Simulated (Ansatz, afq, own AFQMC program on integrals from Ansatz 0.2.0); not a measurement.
# SiGeH₃⁺, singlet in cc-pVDZ, levels against CCSDTQ

```
atom   x (Å)    y (Å)    z (Å)
  Si  0.0000   0.0181   1.6516
  Ge  0.0000  -0.0284  -0.7002
   H  0.0000   1.1857   2.5806
   H  0.0000  -1.2094   2.4992
   H  0.0000   1.5656  -0.6371
```

Connectivity, by distances: SiH2–GeH.

Basis cc-pVDZ. Noble-gas cores (and the filled d shells of Ga–Kr and In–Xe) are frozen. AFQMC by an in-house program on the Cholesky factors that Ansatz 0.2.0 writes for its CCSD(T) run. The CISD trial takes its coefficients from CCSD amplitudes. Released means that phaseless walkers are propagated on without the constraint, phases kept. Error bars are statistical, one sigma. No spin–orbit coupling.

Determinant: RHF, the one that the program's search chose, which needn't be the lowest solution. The geometry is a PBE0/def2-TZVP stationary point of this or a neighbouring charge and spin state.

No full CI on the walks' own integrals is used here; CCSDTQ serves as the reference and is uncertain by about the last step of the cluster series.

Cautions: no relativity below Rb; no spin-orbit coupling; inner d shell frozen; higher spins were not checked; restricted determinant unstable towards unrestricted (UHF 142 meV lower, ⟨S²⟩ 0.55); the released energies are still falling, so no released level is given (meV from the phaseless value at times in 1/Eh: -2 ± 3 at 0.24, -3 ± 3 at 0.51, -5 ± 3 at 0.99, -8.1 ± 2.4 at 1.62, -10.1 ± 2.3 at 2.40), though the last usable value meets CCSDTQ within the noise.

The T1 diagnostic is 0.0135, the weight of the determinant in the CISD state is 0.868 and the size of the correlated space is 10 electrons in 41 orbitals.

Reference: CCSDTQ, correlation energy -5.388 eV.

```
        level  E − E(reference) (meV)  share of correlation (%)
           HF                  5387.9                      0.00
          MP2                  1323.1                     75.44
         CCSD                   166.4                     96.91
      CCSD(T)                    38.1                     99.29
        CCSDT                     8.1                     99.85
     CCSDT(Q)                     1.2                     99.98
ph-AFQMC/CISD               8.1 ± 3.2                     99.85
```

CCSDT and higher add their correlation energy to the determinant of the CCSD(T) run, since their own runs factorise the integrals more tightly (a shift of under 2 meV). A walk keeps the symmetry of its determinant, which the program's search chose and which needn't be the lowest solution, so a lower state of the same spin and another symmetry isn't excluded.
